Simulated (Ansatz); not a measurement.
Input file:

```yaml
crystal:
  periodic: [false, false, false]
  atoms:
    - {symbol: Hf, position_ang: [0.000000, 0.000000, 0.000000]}
    - {symbol: Ge, position_ang: [0.000000, 0.000000, 1.898000]}
basis:
  gaussian: {orbitals: def2-mTZVP, fitting: {mean_field: def2-universal-jkfit}}
magnetization: {spin_polarized: true, initial_magnetization: 1}
hamiltonian: {xc: {name: PBE0}}
correlation: {method: bccd, electrons: outside_noble_gas}
scf: {lower_state_search: light}
```

```sh
$ ansatz run in.yaml --threads 1 --pin off --events-out ev --progress --plain --max-ram 2393MiB
```

Problem. What does the program do with this input?

Solution. Refused. The input was made wrong on purpose (multiplicity of wrong parity), so the run isn't a sound calculation of what was asked.
```
Error: a molecule whose nuclei and cores have a total charge of 44 cannot have a net charge of 0 together with 1 unpaired electrons
```
